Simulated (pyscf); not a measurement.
PySCF, gas phase, ωB97X-D3(BJ)/def2-SVP geometries.

Task: O=SiH–OH (SMILES O=[SiH]O) + NH₃ (SMILES N) → HO–Si:–OH (SMILES O[Si]O) [singlet] + NH₃ (SMILES N)
Surface: singlet. Broken: H–Si, H–N. Formed: H–O, H–N. Give ΔE‡ and ΔE from HF/def2-TZVP, relative to the separated reactants.

Result: ΔE‡ = 39.9 kcal/mol, ΔE = -9.9 kcal/mol. CCSD(T)/def2-TZVPP + ΔMP2(QZVPP) gives 24.9 kcal/mol and -8.1 kcal/mol. Zero-point energy shifts the barrier by +0.6 kcal/mol. It is a concerted two-bond exchange, with an imaginary mode of 1209i cm⁻¹. On the reactant side the descent ends in a complex, 5.4 kcal/mol under the separated species and 28.6 kcal/mol under the saddle at ωB97X-D3(BJ)/def2-TZVP. On the product side the descent ends in a bound adduct, 9.8 kcal/mol under the separated species and 39.9 kcal/mol under the saddle at ωB97X-D3(BJ)/def2-TZVP. The reactants may also form a dative adduct at O=SiH–OH; it and routes through it were not searched. The same reactants have a lower exit, to H₂N–SiH(OH)–OH (barrier -16.4 kcal/mol at ωB97M-D3(BJ)/def2-TZVP, against +22.6 kcal/mol here). This is the saddle that the search found; another between the same sides may lie lower. The CCSD(T) − MP2 part came from Ansatz, without density fitting, on the same reference.
